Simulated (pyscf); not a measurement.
Structures and frequencies: ωB97X-D3(BJ)/def2-SVP in PySCF.

### Question
Estimate by transition-state theory the rate constant of `[NH2][SiH3]` + `[NH2]` [doublet] → `[NH2][SiH2]` [doublet] + `[NH3]` (doublet surface; H–Si broken, H–N formed) at 1200 K, with ωB97M-D3(BJ)/def2-TZVP energies (ideal gas, 1 atm, RRHO with modes under 100 cm⁻¹ raised to 100, one conformer, R ln 2 for chiral ones without a mode under 150 cm⁻¹; no tunnelling).

### Answer
The electronic barrier is 4.3 kcal/mol and the thermal terms add +34.0, so ΔG‡ = 38.4 kcal/mol. With k_BT/h = 2.50e+13 s⁻¹ and RT = 2.385 kcal/mol, and a volume of 1.64e-19 cm³ per molecule at 1 atm, k = 4.2e-13 cm³ molecule⁻¹ s⁻¹. Wigner's tunnelling factor for 880i cm⁻¹ would be 1.05. A shift of 1 kcal/mol in the barrier changes k by a factor 1.5. One saddle was located; it need not be the lowest between these sides. The angle at the transferred H is 158°.
